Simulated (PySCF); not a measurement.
Molecule: Oxazole (SMILES N1=COC=C1).

Geometry (Å), atoms numbered from 1 in this order:
```xyz
8

C    -0.7081   -0.0668    0.7388
C    -0.7547    0.4310   -0.5250
O     0.4725    0.2671   -1.0745
C     1.2031   -0.3230   -0.1145
N     0.5616   -0.5468    0.9820
H    -1.4991   -0.1118    1.4851
H    -1.5168    0.8997   -1.1405
H     2.2415   -0.5493   -0.3513
```

Spin–spin couplings on one PBE0-D3(BJ)/def2-SVP geometry, PySCF 2.14, gas phase, non-relativistic, equivalent pairs averaged; isotopes ¹³C, ¹H, ¹⁷O, ¹⁵N; functional B3LYP.

How do the couplings (Hz) change with the basis set? Times are CPU seconds on shared hosts with different chips, so compare them loosely. Far from the basis limit: 6-31G-J, pcJ-0, 6-31G*, def2-TZVP, cc-pVTZ.

## Answers


```tsv
basis set	functions	¹J(C4,H8)	¹J(C2,H7)	¹J(C1,H6)	¹J(C1,C2)	¹J(O3,C4)	¹J(C2,O3)	¹J(C1,N5)	core-s
6-31G-J	72	256.3	230.2	216.4	75.4	47.2	33.2	9.0	4.9
pcJ-0	74	218.1	199.0	187.6	57.5	46.8	30.2	9.8	4.8
6-31G*	76	223.6	199.6	191.1	89.5	18.7	10.4	-4.3	11
pcJ-1	165	242.7	217.7	205.1	77.2	34.8	24.1	4.1	30
def2-TZVP	173	231.1	207.1	195.3	76.8	37.5	26.8	5.5	32
cc-pVTZ	192	217.8	196.5	185.5	89.1	32.4	25.4	5.4	36
aug-cc-pVTZ-J	290	247.3	221.9	209.1	75.3	35.3	25.1	4.7	28
pcJ-2	327	244.4	219.2	206.6	73.9	35.0	24.9	4.7	34
```

The Fermi-contact term samples the wavefunction at the nucleus, which is why sets with added tight s functions (names with J) are made for couplings.
